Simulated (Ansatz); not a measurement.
## Worked example: the interaction energy

The pair of HF (SMILES F, atoms 1–2) and CH4S (SMILES CS, atoms 3–8), both closed shells, in one local arrangement (a lower one may exist), relaxed at PBE0-D4/def2-TZVP:

F1  (0.307, 0.105, -2.532)
H2  (0.648, -0.206, -1.710)
C3  (-0.352, 0.460, 0.823)
S4  (0.964, -0.688, 0.354)
H5  (-1.152, 0.459, 0.085)
H6  (0.105, 1.449, 0.846)
H7  (-0.737, 0.225, 1.814)
H8  (0.218, -1.804, 0.321)
(Å)

Both fragments are computed in the basis of the whole pair.

Computed with Ansatz 0.2.0 (basis: def2-TZVPPD and def2-QZVPPD); correlated methods freeze the cores.

Energies in eV:

| quantity | pair | first fragment | second fragment |
| --- | --- | --- | --- |
| Hartree–Fock, triple zeta (X = 3) | -14634.94418 | -2722.89629 | -11911.87116 |
| Hartree–Fock, quadruple zeta (X = 4) | -14635.40128 | -2723.00471 | -11912.22063 |
| MP2 correlation, X = 3 | -17.53392 | -7.47441 | -9.95668 |
| MP2 correlation, X = 4 | -18.89389 | -8.12840 | -10.64784 |
| CCSD(T) correlation, X = 3 | -19.11952 | -7.71319 | -11.31405 |

Problem. Work out the interaction energy at the basis limit: extrapolate Hartree–Fock as E(X) = E∞ + A exp(−7.88 √X) and the MP2 correlation as E(X) = E∞ + B X^−2.97 (the exponents that Neese and Valeev fitted for def2-TZVPP and QZVPP, reused here for the diffuse sets), then add CCSD(T) − MP2 in triple zeta.

Solution. Each step is linear, so take the differences first (pair − first fragment − second fragment): Hartree–Fock -0.17673 (X = 3) and -0.17594 (X = 4); MP2 correlation -0.10283 and -0.11765; CCSD(T) correlation -0.09228.
Two points give E∞ = E(4) + w [E(4) − E(3)], with w = 1/(exp(7.88 (2 − √3)) − 1) = 0.1377 for Hartree–Fock and w = 1/((4/3)^2.97 − 1) = 0.7407 for the correlation.
Hartree–Fock: -0.17594 + 0.1377 × 0.00079 = -0.1758 eV.
MP2 correlation: -0.11765 + 0.7407 × (-0.01482) = -0.1286 eV.
CCSD(T) − MP2: -0.09228 − (-0.10283) = 0.0106 eV.
Sum: -0.1758 + (-0.1286) + 0.0106 = -0.2938 eV, or -6.78 kcal/mol. Plain CCSD(T) in triple zeta gives -0.2690 eV, so the larger basis shifts the result by -0.0248 eV.

T1 diagnostic: at most 0.011.

For scale, one of the runs: CCSD(T)/def2-TZVPPD, 213 basis functions, launched by `ansatz run in.yaml --threads 4 --pin off --events-out ev --progress --plain --max-ram 9574MiB`. The run took 32 s on 4 CPU threads of an Arm Neoverse V2 (shared host), with 3 GiB of host memory at its peak.
